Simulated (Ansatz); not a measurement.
**H3Ge–AsH2, singlet in cc-pVDZ: errors against RCCSDT(Q)**

Geometry: displaced at random from a stationary point.

```yaml
atoms:
  - { symbol: Ge, position_ang: [0.0640, -0.0015, 1.2092] }
  - { symbol: As, position_ang: [-0.0365, 0.0068, -1.2051] }
  - { symbol: H, position_ang: [0.7216, -1.2727, 1.7147] }
  - { symbol: H, position_ang: [0.7935, 1.1729, 1.7331] }
  - { symbol: H, position_ang: [-1.4746, -0.1064, 1.6907] }
  - { symbol: H, position_ang: [-0.9014, -1.1740, -1.3697] }
  - { symbol: H, position_ang: [-1.0382, 0.9862, -1.3400] }
```

Basis cc-pVDZ; Ansatz 0.2.0. Only valence electrons are correlated (noble-gas cores and the filled d shells of p-block atoms frozen), which leaves 14 electrons in 51 orbitals. Prefix R: restricted or restricted open-shell reference. Active spaces: frontier = (8e, 8o) about the gap. No spin–orbit coupling is included, and no scalar relativity.

Full CI isn't at hand for all of this; RCCSDT(Q) serves as the reference, and is uncertain by the last step of the cluster series or more.

The UHF ⟨S²⟩ is 0.000 and the T1 diagnostic (RCCSD) is 0.0107. The largest doubles amplitude (RCCSD) is 0.035.

```
   level  E − E(RCCSDT(Q)) (kJ/mol)  share of correlation (%)  wall time
     RHF                      705.2                      0.00          –
    RMP2                      138.7                     80.34          –
    CISD                       85.9                     87.81      4.5 s
   RCCSD                       20.1                     97.15          –
RCCSD(T)                        3.5                     99.51      2.6 s
 BCCD(T)                        3.4                     99.52        3 s
  RCCSDT                        0.8                     99.89          –
```

The correlation energy at RCCSDT(Q), counted from RHF, is -7.309 eV. That run took 65 s on 1 thread of Arm Neoverse V1, shared host.

Run but not shown, since their state, orbitals or frozen core can't be matched to the reference's or they repeat it: CASSCF (frontier space), NEVPT2 (frontier space).

Times hold each run's SCF and search for its determinant on a shared host, so for small cases they say little of a method's own cost; they ran on 1 thread of Arm Neoverse V1.
